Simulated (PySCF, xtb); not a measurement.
trimethylamine (C₃H₉N), SMILES CN(C)C.

GFN2-xTB run with xtb at its own geometry gives an orbital gap of 10.90 eV and a dipole moment of 0.93 D.

The structure is a stationary point at B3LYP-D3(BJ)/def2-SVP.

Q: What does PBE/def2-TZVP (PySCF) give? (Estimate from the structure and the level; the computed values follow.)

A: gap 5.09 eV (levels -4.74 and 0.35 eV), dipole 0.34 D.
